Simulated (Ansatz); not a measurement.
System: litharge PbO. Method: PBE0-D4 in Ansatz (plane waves, PAW).

Run with plane-wave cutoff 500 eV, 6×6×4 k mesh (along the axes of the cell as run), gaussian smearing 0.02 eV, scalar-relativistic PAW data made under PBE.

Computed at the level's own relaxed cell.

Question: Give the computed equilibrium volume per atom, lattice constant a and lattice parameter c.

Answer: 
equilibrium volume per atom: 19.54 Å³/atom
lattice constant a: 3.959 Å
lattice parameter c: 4.985 Å

Measured, for comparison: lattice constant a 3.975 Å (room temperature, no zero-point or thermal correction, our sources range from 3.964 to 3.975; as tabulated in Canepa et al. (2012), arXiv:1204.2842); lattice parameter c 5.023 Å (room temperature, no zero-point or thermal correction, our sources range from 4.995 to 5.023; as tabulated in Canepa et al. (2012), arXiv:1204.2842). Computed (rounded) less measured: lattice constant a -0.4 % (-0.1 % to -0.4 % over the range), lattice parameter c -0.8 % (-0.2 % to -0.8 % over the range). A static lattice is as a rule a little smaller and stiffer than an uncorrected measurement, which narrows the difference in the lattice constant a, lattice parameter c and would widen misses of the other sign.

Note: a distance lies near a switch of the dispersion term, which can move the cell.

Spin–orbit coupling is not included; it can shift volumes and moduli of such heavy elements.

It cost about 9 core-minutes (a rough figure) of CPU time.

Ansatz is a first-principles code.
